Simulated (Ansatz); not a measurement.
Cost and result up the ladder for (H2Al-mu-H)3 (Al3H9) (12 atoms). Charge 0, multiplicity 1. Geometry: r2SCAN-D4/def2-SVP.

```xyz
12

Al   -0.128    1.463    0.175
H    -0.262    3.015    0.364
H     1.452    0.725    0.568
H     0.476    0.881   -1.404
Al    1.205   -0.565   -0.644
H    -0.375   -1.231   -1.142
H     2.486   -1.164   -1.324
H     0.603   -1.386    0.828
Al   -1.077   -0.898    0.469
H    -2.223   -1.850    0.960
H    -0.590    0.429    1.561
H    -1.567    0.582   -0.410
```

Ansatz on 4 threads of Arm Neoverse V2 on a shared host. Times are rough, and most runs start from the orbitals of an earlier one. r2SCAN0-D4/def2-TZVP serves as the yardstick here, not as an exact answer. Differences are given only for rows in sets of like size (and for xTB, whose basis is part of the method), since another set adds its own error. Binding counts from free atoms at the same level (Al doublet, H doublet; other spins of the atoms weren't run), without zero-point energy or a counterpoise term.

B3LYP takes the VWN-RPA correlation. Correlated methods freeze 15 core orbitals.

Correlated methods converge slowly with the basis.

```json
{"level": "LDA (SPW92)/def2-TZVP", "functions": "165", "wall time": "0.75 s", "binding energy per atom (eV)": "2.66", "difference from r2SCAN0-D4/def2-TZVP (eV)": "0.22"}
{"level": "PBE-D4/def2-SVP", "functions": "99", "wall time": "0.8 s", "binding energy per atom (eV)": "2.37", "difference from r2SCAN0-D4/def2-TZVP (eV)": "–"}
{"level": "PBE0-D4/def2-SVP", "functions": "99", "wall time": "0.85 s", "binding energy per atom (eV)": "2.38", "difference from r2SCAN0-D4/def2-TZVP (eV)": "–"}
{"level": "MP2/def2-TZVP", "functions": "165", "wall time": "1.1 s", "binding energy per atom (eV)": "2.26", "difference from r2SCAN0-D4/def2-TZVP (eV)": "-0.17"}
{"level": "PBE-D4/def2-TZVP", "functions": "165", "wall time": "1.2 s", "binding energy per atom (eV)": "2.37", "difference from r2SCAN0-D4/def2-TZVP (eV)": "-0.07"}
{"level": "revPBE-D4/def2-TZVP", "functions": "165", "wall time": "1.3 s", "binding energy per atom (eV)": "2.35", "difference from r2SCAN0-D4/def2-TZVP (eV)": "-0.09"}
{"level": "BLYP-D4/def2-TZVP", "functions": "165", "wall time": "1.4 s", "binding energy per atom (eV)": "2.36", "difference from r2SCAN0-D4/def2-TZVP (eV)": "-0.07"}
{"level": "B3LYP-D4/def2-TZVP", "functions": "165", "wall time": "1.7 s", "binding energy per atom (eV)": "2.41", "difference from r2SCAN0-D4/def2-TZVP (eV)": "-0.03"}
{"level": "BHLYP-D4/def2-TZVP", "functions": "165", "wall time": "1.8 s", "binding energy per atom (eV)": "2.40", "difference from r2SCAN0-D4/def2-TZVP (eV)": "-0.03"}
{"level": "PBE0-D4/def2-TZVP (with forces)", "functions": "165", "wall time": "2.4 s", "binding energy per atom (eV)": "2.38", "difference from r2SCAN0-D4/def2-TZVP (eV)": "-0.06"}
{"level": "r2SCAN-D4/def2-TZVP", "functions": "165", "wall time": "2.7 s", "binding energy per atom (eV)": "2.45", "difference from r2SCAN0-D4/def2-TZVP (eV)": "0.01"}
{"level": "r2SCAN0-D4/def2-TZVP", "functions": "165", "wall time": "3.3 s", "binding energy per atom (eV)": "2.44", "difference from r2SCAN0-D4/def2-TZVP (eV)": "0.00"}
{"level": "CCSD(T)/def2-TZVPP", "functions": "252", "wall time": "4.1 min", "binding energy per atom (eV)": "2.39", "difference from r2SCAN0-D4/def2-TZVP (eV)": "-0.05"}
```
